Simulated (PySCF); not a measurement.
Compound: HOCN.
Numbering: `[N:1]#[C:2][OH:3]` (hydrogens: H4 on O3)

Structure used (PBE0-D3(BJ)/def2-TZVP), in Å, numbered top down from 1:
```
atom  x, y, z in Å
N1     1.4726   -0.0380    0.4592
C2     0.3820    0.0179    0.0901
O3    -0.8581    0.0965   -0.2576
H4    -0.9592   -0.1017   -1.1979
```

The closed-shell ground state was solved at several levels (PySCF, density fitting, gas phase, non-relativistic). Isolated species at its PBE0-D3(BJ)/def2-TZVP geometry, gas phase.

```json
{"level": "wB97X-D/aug-cc-pVTZ", "basis functions": "161", "HOMO (eV)": "-10.96", "LUMO (eV)": "0.29", "gap (eV)": "11.25", "dipole (D)": "4.00"}
{"level": "PBE0/aug-cc-pVTZ", "basis functions": "161", "HOMO (eV)": "-9.06", "LUMO (eV)": "-1.01", "gap (eV)": "8.05", "dipole (D)": "3.99"}
{"level": "PBE0/pcSseg-2", "basis functions": "122", "HOMO (eV)": "-9.06", "LUMO (eV)": "-0.68", "gap (eV)": "8.38", "dipole (D)": "4.02"}
{"level": "wB97X-D/pcSseg-2", "basis functions": "122", "HOMO (eV)": "-10.97", "LUMO (eV)": "1.15", "gap (eV)": "12.12", "dipole (D)": "4.03"}
{"level": "CAM-B3LYP/aug-cc-pVTZ", "basis functions": "161", "HOMO (eV)": "-10.52", "LUMO (eV)": "-0.52", "gap (eV)": "10.00", "dipole (D)": "3.99"}
{"level": "B97-2/pcSseg-2", "basis functions": "122", "HOMO (eV)": "-8.77", "LUMO (eV)": "-0.68", "gap (eV)": "8.09", "dipole (D)": "4.00"}
```

Estimate the row for KT3/pcSseg-2, a basis of 122 functions; the other rows only guide the guess.

HOMO -7.65 eV, LUMO -1.77 eV, gap 5.88 eV, dipole 3.91 D.

Over all these levels, which gives the widest orbital gap and which the narrowest?

wB97X-D/pcSseg-2 (range-separated hybrid) has the widest, 12.12 eV, and KT3/pcSseg-2 (GGA) the narrowest, 5.88 eV. The two share the basis. From the narrowest to the widest the HOMO moves by -3.32 eV and the LUMO by +2.92 eV.

In the pcSseg-2 basis, how does the gap go with the fixed share of exact exchange?

KT3 (0 %) 5.88 eV; B97-2 (21 %) 8.09 eV; PBE0 (25 %) 8.38 eV. Each rise in the share widens the gap here.

How far do the dipole and the HOMO energy spread over the levels?

The dipole runs from 3.91 to 4.03 D (mean 3.99 D) and the HOMO from -10.97 to -7.65 eV.
